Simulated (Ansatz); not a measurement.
# How methods differ on AlHClO (SMILES [O][AlH][Cl])

AlHClO has 4 atoms, charge 0, and is taken as a doublet. As SMILES, `[O][AlH][Cl]`. The coordinates come from a PBE0-D4/def2-TZVP relaxation.

```xyz
4

O     0.2906   -1.0359    1.3506
Al    0.1184    0.0490    0.0156
Cl   -1.5732   -0.2106   -1.1688
H     1.2197    1.1373   -0.2178
```

Each level gives the energy change with the Al2–Cl3 bond stretched from 2.081 to 3.122 Å (eV). The values are calculated.

| level | kind | program | value (eV) | less FCI/STO-3G | CPU time (all runs) |
| --- | --- | --- | --- | --- | --- |
| USVWN5/STO-3G | LDA | Ansatz | 3.35 | -0.52 | 9.9 s |
| U-r2SCAN0/STO-3G | hybrid meta-GGA | Ansatz | 3.82 | -0.05 | 18 s |
| U-wB97M-V/STO-3G | range-separated hybrid | Ansatz | 3.92 | +0.05 | 90 s |
| U-wB97X/STO-3G | range-separated hybrid | Ansatz | 3.95 | +0.08 | 34 s |
| UB2PLYP/STO-3G | double hybrid | Ansatz | 3.80 | -0.07 | 7.1 s |
| UCCSDT(Q)/STO-3G | coupled cluster or CI | Ansatz | 3.86 | -0.01 | 4.8 s |
| UCCSDT/STO-3G | coupled cluster or CI | Ansatz | 3.86 | -0.01 | 4 s |
| UCCSDTQ/STO-3G | coupled cluster or CI | Ansatz | 3.87 | 0.00 | 3.2 min |
| FCI/STO-3G | exact in the basis | Ansatz | 3.87 | 0.00 | 29 s |

FCI/STO-3G is exact within its basis and frozen core, so for wave-function methods in that basis the difference is their error; functionals converge differently with the basis, so for them it is only a difference. The first shape isn't each level's own minimum. The values span 3.35 to 3.95 eV. Spin contamination of the reference (⟨S²⟩ at least 0.1 too high) touches UB2PLYP/STO-3G, UCCSDT(Q)/STO-3G, UCCSDT/STO-3G, UCCSDTQ/STO-3G. All rows use very small basis sets, so even the best lies far from the true value. Times are those of the runs behind each value, whatever else they computed, on shared processors of several kinds: orders of magnitude only.
